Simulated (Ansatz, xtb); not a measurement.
Two isomers of C3H6OS

Structure a is `C[C@@]1(S)CO1`, a singlet and structure b is `C[C@@H]1O[C@H]1S`, a singlet. Both are isolated molecules in the gas phase, relaxed with B3LYP/def2-SVP; the shapes shown needn't be the lowest conformers.

a (Å):

```xyz
11

C    -0.6225    0.9728    0.2331
C     0.3867    0.2964   -0.6645
C     1.3145   -0.7353   -0.1643
O     0.1603   -1.0696   -0.9351
S     0.8398    1.2136   -2.1874
H    -0.8561    0.3274    1.0939
H    -1.5511    1.1673   -0.3246
H    -0.2397    1.9354    0.6070
H     1.3083    2.3134   -1.5509
H     1.2760   -1.0340    0.8923
H     2.2790   -0.8737   -0.6676
```

b (Å):

```xyz
11

C    -1.0664    0.2374    0.3198
C     0.0691    0.9164   -0.3981
C     1.2268    0.1835   -0.9429
O     0.2051    0.6322   -1.7974
S     2.8345    0.9838   -1.2322
H    -1.1305   -0.8257    0.0428
H    -0.9358    0.3126    1.4117
H    -2.0253    0.7154    0.0612
H     0.2410    1.9729   -0.1477
H     1.2907   -0.9063   -0.8099
H     3.4581    0.3960   -0.1837
```

Energies in hartree; the thermal terms are from B3LYP/def2-SVP harmonic frequencies (ideal gas, rigid rotor, one conformer each, 298.15 K, 1 atm) and include the zero-point energy:

```
                              a           b
E, CCSD(T)/def2-SVP  −589.973219  −589.971870
    E, MP2/def2-SVP  −589.898920  −589.897146
  E, MP2/def2-TZVPP  −590.446448  −590.445386
  zero-point energy     0.083961     0.084003
       H(298 K) − E     0.090901     0.091108
       G(298 K) − E     0.054689     0.054317
```

Correct the CCSD(T) difference for the basis set by the MP2 change, then work out ΔE, ΔE₀, ΔH and ΔG for a → b in kJ/mol (1 Eh = 2625.50 kJ/mol) and the equilibrium ratio [b]/[a].

1. Differences b − a: CCSD(T) +0.001349, MP2 in the small set +0.001774, MP2 in the large set +0.001062 Eh.
2. ΔE = +0.001349 + (+0.001062 − (+0.001774)) = +0.000637 Eh = +1.67 kJ/mol.
3. ΔE₀ = ΔE + ΔZPE = +0.000637 + (+0.000042) Eh = +1.78 kJ/mol.
4. ΔH = ΔE + (+0.000207) Eh = +2.22 kJ/mol.
5. ΔG = ΔE + (−0.000372) Eh = +0.70 kJ/mol, so ΔS = (ΔH − ΔG)/T = +5.1 J/(mol K).
6. kT = 0.9442 mEh, so K = [b]/[a] = exp(−ΔG/kT) = exp(−0.28) ≈ 0.76.

The two are too close for this level to say which is favoured. An error of 4 kJ/mol in ΔG would change K by a factor of 5. Mirror images and further conformers aren't counted.

As drawn, both hold the same kinds of bond in the same numbers.

Other levels gave ΔE = +2.3 (GFN2-xTB); −5.1 (HF/STO-3G, GFN2-xTB geometries); +1.7 (r2SCAN-D4/def2-SVP, GFN2-xTB geometries); −2.0 (B3LYP/def2-SVP); −1.3 (HF/def2-SVP); +4.7 (MP2/def2-SVP); +3.5 (CCSD(T)/def2-SVP) kJ/mol. The correlated steps freeze 9 core orbitals. Programs: Ansatz 0.2.0, xtb 6.7.1.
